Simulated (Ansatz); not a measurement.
**CH₄AlN (SMILES C=[N][AlH2]): functionals against CCSD(T) at one geometry**

One table from this session's results is given with a row withheld; the runs are named, their logs left out.

Program: Ansatz 0.2.0, Gaussian basis. Level of theory: single points in def2-TZVPP. These are calculated values, not measurements.

Correlated methods freeze the cores.

1 further run of the same task is left out (it didn't finish).

**The starting structure**

SMILES `C=[N][AlH2]`, 7 atoms, charge 0, spin multiplicity 1.

Atoms are counted from 1 here; the program's logs count them from 0.

Bond lengths: C1–N2 1.257 Å, C1–H4 1.109 Å, C1–H5 1.096 Å, N2–Al3 1.753 Å, Al3–H6 1.608 Å, Al3–H7 1.472 Å. Angles: N2–C1–H4 121.5°, N2–C1–H5 122.9°, H4–C1–H5 115.6°, C1–N2–Al3 166.4°, N2–Al3–H6 118.2°, N2–Al3–H7 115.6°, H6–Al3–H7 126.2°.

As a file:

```xyz
7
CH4AlN
C    -1.2923   -0.1964   -0.7619
N    -0.2947   -0.0451   -0.0130
Al    1.3011    0.1966    0.6714
H    -2.0427   -0.9913   -0.5738
H    -1.4662    0.4165   -1.6540
H     1.5297    1.4628    1.6352
H     2.3230   -0.7808    0.2640
```

Set-up of the first run:

The input, run/in.yaml:

```yaml
crystal:
  periodic: [false, false, false]
  atoms:
    - {symbol: C, position_ang: [-1.292334, -0.196371, -0.761857]}
    - {symbol: N, position_ang: [-0.294694, -0.045107, -0.013044]}
    - {symbol: Al, position_ang: [1.301141, 0.196633, 0.671379]}
    - {symbol: H, position_ang: [-2.042727, -0.991291, -0.573789]}
    - {symbol: H, position_ang: [-1.466167, 0.416514, -1.654016]}
    - {symbol: H, position_ang: [1.529653, 1.462819, 1.635218]}
    - {symbol: H, position_ang: [2.322986, -0.780798, 0.264014]}
basis:
  gaussian: {orbitals: def2-TZVPP}
hamiltonian: {xc: pbe, dispersion: d4}
output: {forces: true}
```

Launch:

```sh
> ansatz run in.yaml --threads 2 --pin off --events-out ev --progress --plain --max-ram 3481MiB
```

Steps of the session up to this table: PBE-D4/def2-TZVPP; r2SCAN-D4/def2-TZVPP; PBE0-D4/def2-TZVPP; wB97M-V/def2-TZVPP; CCSD(T)/def2-TZVPP.

One of the session's tables, all rows but one given; the rest of the session is left out.

```
   method  RMS force component (eV/Å)  angle to CCSD(T) forces (°)  dipole (D)
   PBE-D4                       0.640                         16.9        1.41
r2SCAN-D4                       0.662                         21.9        1.44
  PBE0-D4                       0.696                         27.1        1.37
  wB97M-V                           ?                            ?           ?
  CCSD(T)                       0.618                    reference        1.35
```

**Question.** Estimate the row for wB97M-V.

As computed: RMS force component (eV/Å): 0.655; angle to CCSD(T) forces (°): 24.5; dipole (D): 1.37. In the column «RMS force component (eV/Å)» it lies between PBE-D4 (0.640) and r2SCAN-D4 (0.662).

Caveats from the session: The reference is not at the basis limit: in triple zeta CCSD(T) underbinds, which counts against methods that bind more; the gaps are no ranking.
